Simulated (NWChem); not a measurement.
# Correlation energy of C (-1)

```xyz
1

C      0.0000     0.0000     0.0000
```
Charge -1, spin multiplicity 4.

Program: NWChem.

Basis set: def2-SVPD. Each correlation energy counts from its own Hartree-Fock reference.

The correlated methods keep 1 core orbital frozen. The stability of the SCF solutions was not checked. Open-shell Hartree-Fock references start from PBE0 orbitals. Coupled-cluster values serve here as a point of comparison, not as the truth.

One of these methods gave a correlation energy of -92.2 mHa. Which?
(A) UMP2
(B) CCSD(T) on ROHF
(C) CCSD on ROHF
(D) SCS-UMP2

C, CCSD on ROHF. The others give -94.6 (CCSD(T) on ROHF), -66.9 (SCS-UMP2), -71.7 (UMP2).
